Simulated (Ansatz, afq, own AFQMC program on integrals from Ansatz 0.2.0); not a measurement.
# H₂O, triplet in cc-pVTZ, levels against CCSDT(Q)

```
atom   x (Å)   y (Å)    z (Å)
   H  0.0000  0.0000  -0.9587
   H  0.0000  0.0000  -0.0487
   O  0.0000  0.0000   1.0073
```

Basis cc-pVTZ. Only valence electrons are correlated. Integrals, coupled cluster, full CI and functionals: Ansatz 0.2.0; the random walks run on the same integrals in our own AFQMC program. ph-AFQMC/CISD is guided by a CISD state made of CCSD amplitudes; releasing the constraint for a short imaginary time cuts its bias at the price of noise, slowly where states lie close. Error bars are statistical, one sigma.

Determinant: UHF, the one that the program's search chose, which needn't be the lowest solution. The geometry is a point of a scan.

No full CI on the walks' own integrals is used here; CCSDT(Q) serves as the reference and is uncertain by about the last step of the cluster series.

Cautions: lower spins were not checked; the released energies have errors that jump between times, so the bars are unsure, so no released level is given (meV from the phaseless value at times in 1/Eh: 45 ± 44 at 0.24, -5.6 ± 1.7 at 0.51, -8.0 ± 1.7 at 0.99, -6.9 ± 2.0 at 1.62, -13 ± 3 at 2.40), though the last usable value meets CCSDT(Q) within the noise; the ph-AFQMC/CISD walk drifts between its halves (2.4 errors).

The T1 diagnostic is 0.0145. The weight of the determinant in the CISD state is 0.938 and the ⟨S²⟩ of the determinant is 2.035. The size of the correlated space is 8 electrons in 57 orbitals.

Reference: CCSDT(Q), correlation energy -6.313 eV.

```tsv
level	E − E(reference) (mEh)	share of correlation (%)
HF	232.00	0.00
MP2	25.44	89.03
CCSD	6.52	97.19
CCSD(T)	0.67	99.71
CCSDT	0.23	99.90
ph-AFQMC/CISD	0.32 ± 0.09	99.86
```

A walk keeps the symmetry of its determinant, which the program's search chose and which needn't be the lowest solution, so a lower state of the same spin and another symmetry isn't excluded.
